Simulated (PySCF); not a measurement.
Species: C4H7O (charge -1).
Atom-mapped SMILES: `[CH3:1][C@@H:2]1[CH2:3][C@H:4]1[O-:5]`

Structure used (GFN2-xTB), in Å, numbered top down from 1:
```xyz
12
C4H7O angstrom
C      1.4607    0.1908    0.1669
C      0.1507   -0.1120   -0.5186
C     -1.0841    0.6548   -0.0845
C     -0.9985   -0.8645    0.1820
O     -1.7411   -1.7560   -0.3694
H      1.8736    1.1606   -0.1436
H      1.3179    0.2196    1.2477
H      2.2065   -0.5764   -0.0551
H      0.2450   -0.2602   -1.5916
H     -0.9675    1.3544    0.7388
H     -1.7391    1.0163   -0.8681
H     -0.7229   -1.0281    1.2695
```

Definitions: NICS(0) = −σiso at the ring centroid; NICS(1) = −σiso and NICS(1)zz = −σzz at ±1 Å along the ring normal z. Level: GIAO PBE0/pcSseg-1 (PySCF, non-relativistic, gas phase) on the GFN2-xTB geometry, one conformer.

Ring bond lengths (Å), with Mayer bond orders in brackets: C2–C3 1.517 (0.94), C3–C4 1.545 (0.82), C4–C2 1.542 (0.82).

Q: What do the NICS probes read (ppm)?

A: 
| ring | type | NICS(0) | NICS(1), two faces | NICS(1)zz, two faces | rms pucker (Å) | centre to ring atoms, mean (Å) |
| --- | --- | --- | --- | --- | --- | --- |
| C2–C3–C4 | 3-membered carbocycle; formal bonds all single | -35.5 | -10.0 / -5.5 | -19.9 / -13.7 | 0.00 | 0.89 |

Q: What do they say, and how far can they be read as aromaticity?

A: 
- C2–C3–C4: mean NICS(1)zz -16.8 ppm, shielded. C2, C3, C4 have four or more neighbours; no verdict on aromaticity is drawn. The two faces differ by 6.2 ppm, so no symmetry operation interchanges them. NICS(0) lies 28 ppm below the mean NICS(1).

Q: At the second NICS(1) probe listed for ring C2–C3–C4, 1 Å off the ring, what do the in-plane components average?

A: The isotropic value is a third of the trace: (3 × -5.5 − (-13.7))/2 = -1.4 ppm.

Q: List the ring angles and the Hirshfeld charges of the ring atoms.

A: 
- C2–C3–C4: C2 60.7° (-0.095 e), C3 60.5° (-0.170 e), C4 58.9° (-0.033 e); sum 180.0° against 180° for a flat convex ring.
